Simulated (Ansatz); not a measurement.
# C4H4F2: how energies converge with the basis set

The task here is to estimate one member of a computed series from the others.

Program: Ansatz 0.2.0, Gaussian basis. Level of theory: one geometry, several basis sets. These are calculated values, not measurements.

Levels to be run: PBE0-D4/def2-SVP; ωB97M-V/def2-SVP; PBE0-D4/def2-QZVPP; ωB97M-V/def2-QZVPP; the functionals' def2-TZVPP values are taken from earlier runs.

## The relaxed structure

The geometry comes from an earlier relaxation with PBE0-D4 in a triple-zeta def2 set; it is a stationary point, not always the lowest conformer.

SMILES `C=C(F)C(=C)F`, 10 atoms, charge 0, spin multiplicity 1.

Atoms are counted from 1 here; the program's logs count them from 0.

Bond lengths: C1–C2 1.324 Å, C1–H7 1.081 Å, C1–H8 1.079 Å, C2–F3 1.338 Å, C2–C4 1.457 Å, C4–C5 1.324 Å, C4–F6 1.338 Å, C5–H9 1.081 Å, C5–H10 1.079 Å. Angles: C2–C1–H7 120.6°, C2–C1–H8 119.7°, H7–C1–H8 119.7°, C1–C2–F3 120.8°, C1–C2–C4 126.4°, F3–C2–C4 112.8°, C2–C4–C5 126.4°, C2–C4–F6 112.8°, C5–C4–F6 120.8°, C4–C5–H9 120.6°, C4–C5–H10 119.7°, H9–C5–H10 119.7°.

The first run:

Input file in.yaml:

```yaml
crystal:
  periodic: [false, false, false]
  atoms:
    - {symbol: C, position_ang: [-0.063420, -1.782438, 0.512548]}
    - {symbol: C, position_ang: [0.396120, -0.569392, 0.248623]}
    - {symbol: F, position_ang: [1.688201, -0.270776, 0.429139]}
    - {symbol: C, position_ang: [-0.379617, 0.559261, -0.247599]}
    - {symbol: C, position_ang: [0.080033, 1.772186, -0.511886]}
    - {symbol: F, position_ang: [-1.671796, 0.260790, -0.427625]}
    - {symbol: H, position_ang: [0.599016, -2.554260, 0.879052]}
    - {symbol: H, position_ang: [-1.109016, -2.003243, 0.359943]}
    - {symbol: H, position_ang: [-0.582244, 2.543910, -0.878880]}
    - {symbol: H, position_ang: [1.125822, 1.992661, -0.360117]}
basis:
  gaussian: {orbitals: def2-SVP}
hamiltonian: {xc: pbe0, dispersion: d4}
output: {orbitals: {seedname: orbitals}}
```

Steps of the session up to this table: PBE0-D4 in def2-SVP; ωB97M-V in def2-SVP; PBE0-D4 in def2-QZVPP; ωB97M-V in def2-QZVPP.

One table of the session follows, with a row left open; its other results are not shown here.

It belongs to the step «Density functionals: the series». 

| functional | basis | HOMO (eV) |
| --- | --- | --- |
| PBE0-D4 | def2-SVP | -7.19 |
| PBE0-D4 | def2-TZVPP | -7.26 |
| PBE0-D4 | def2-QZVPP | -7.29 |
| ωB97M-V | def2-SVP | -9.30 |
| ωB97M-V | def2-TZVPP | -9.39 |
| ωB97M-V | def2-QZVPP | ? |

Estimate the missing values for ωB97M-V, def2-QZVPP.

As computed: HOMO (eV): -9.41. In the column «HOMO (eV)» it is the lowest.
